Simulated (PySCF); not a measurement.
NH: one state, many levels of theory

State: ³Σ⁻ (triplet), unpaired electrons π ↑↑. Set-up: H jorge-DZP-DKH, N jorge-DZP-DKH; spin-free X2C with a Gaussian nucleus (PySCF 2.14). De refers to H + N in their high-spin ground configurations, without counterpoise correction. The functionals are run spin-unrestricted. A positive dipole means H(−)N(+).

| Level | Re (Å) | ωe (cm⁻¹) | De (eV) | μ (D) | CPU s a point (SCF and correlation, without the integrals) |
| --- | --- | --- | --- | --- | --- |
| UHF | 1.035 | 3488 | 2.06 | -1.74 | 0.028 |
| UHF-MP2 | 1.049 | 3353 | 2.96 | n/a | 0.037 |
| UHF-SCS-MP2 | 1.051 | 3336 | 3.05 | n/a | n/a |
| UHF-CCSD | 1.058 | 3235 | 3.07 | n/a | n/a |
| UHF-CCSD(T) | 1.059 | 3215 | 3.10 | n/a | 0.21 |
| LDA | 1.074 | 3068 | 3.92 | -1.62 | 0.11 |
| PBE | 1.071 | 3092 | 3.62 | -1.55 | 0.17 |
| BLYP | 1.074 | 3032 | 3.64 | -1.53 | 0.14 |
| r²SCAN | 1.058 | 3201 | 3.44 | -1.62 | 0.26 |
| PBE0 | 1.056 | 3255 | 3.49 | -1.63 | 0.26 |
| B2PLYP | 1.055 | 3254 | 3.39 | -1.66 | 0.16 |

**Question.** Which functional lies closest to UHF-CCSD(T) in De, which farthest, and by how much do they differ from it?

**Answer.** Closest is B2PLYP (-0.4 pm in Re, +1.2 % in ωe, +0.29 eV in De against UHF-CCSD(T) in the same basis), farthest LDA (+1.5 pm in Re, -4.6 % in ωe, +0.82 eV in De). CCSD(T) converges more slowly with the basis than the functionals do and binds too weakly in this one, so the order can change at the basis-set limit.

**Question.** What does a quarter of exact exchange do here, going from PBE to PBE0?

**Answer.** PBE0 less PBE: -1.5 pm in Re, +5.3 % in ωe, -0.13 eV in De. Exact exchange removes part of the self-interaction that spreads semilocal densities, and in most molecules shortens and stiffens the bond and lowers De; so it does here.

**Question.** What does the step from GGA to meta-GGA do here, going from PBE to r²SCAN?

**Answer.** r²SCAN less PBE: -1.3 pm in Re, +3.5 % in ωe, -0.18 eV in De. 

Measured (Huber and Herzberg, Constants of Diatomic Molecules (1979)): Re = 1.03621 Å, ωe = 3282.27 cm⁻¹.

Correlated steps freeze 1 core orbital. Correlated levels converge slowly with the basis: in double zeta they bind strong bonds too weakly, by up to about 1 eV, and carry superposition errors of some tenths. B2PLYP dipoles, levels and charges come from its SCF part alone. The state was picked by a PBE0 search and need not be the measured ground state.

The whole job (state search and all levels along the bond) took about 0.35 min on 1 thread of Arm Neoverse V1 (shared host), peak memory 0.31 GiB.
